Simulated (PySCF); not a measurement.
**Calculated properties of `CB=S` (methylthioborine)**

Methylthioborine, CH3BS.
Numbering: `[CH3:1][B:2]=[S:3]` (hydrogens: H4, H5, H6 on C1)

PBE0-D3(BJ)/def2-TZVP geometry optimisation, gas phase (PySCF):

```
Point group                  : C3v
Rotational constants A, B, C : 159.910, 4.582, 4.581 GHz
```

**B97-2/pcSseg-2 ground state and GIAO shieldings, non-relativistic (PySCF)**

```
Dipole moment                                               : 2.86 D
HOMO energy                                                 : -7.73 eV
LUMO energy                                                 : -0.53 eV
HOMO–LUMO gap                                               : 7.20 eV
13C chemical shifts (computed TMS as zero) by class         : -3.6 (C1) ppm
1H chemical shifts (computed TMS as zero) by class          : 0.82 (H4/H5/H6) ppm
Isotropic shieldings of nuclei other than C and H, by class : 43 (B2), 551 (S3) ppm
```

Monoisotopic mass (most abundant isotopes): 58.0049 u.

The rotational constants are those of a prolate symmetric top; the small spread among constants that symmetry makes equal is optimisation noise. A dipole of 2.86 D is allowed in C3v, and pure rotational transitions are dipole-allowed. In atomic units the dipole is 1.13 e·bohr (1 au = 2.5417 D). With B = h/(8π²I), that is 505.379 GHz u Å² over I, the principal moments of inertia are 3.16, 110.3 and 110.3 u Å² (most abundant isotopes).

Geometry: PBE0-D3(BJ)/def2-TZVP; no solvent, vibrations or thermal averaging.

For the NMR shielding job (B97-2/pcSseg-2), hardware: one thread of an Arm Neoverse V1 (shared host). Cost: 5.2 s, 0.63 GiB resident at most.
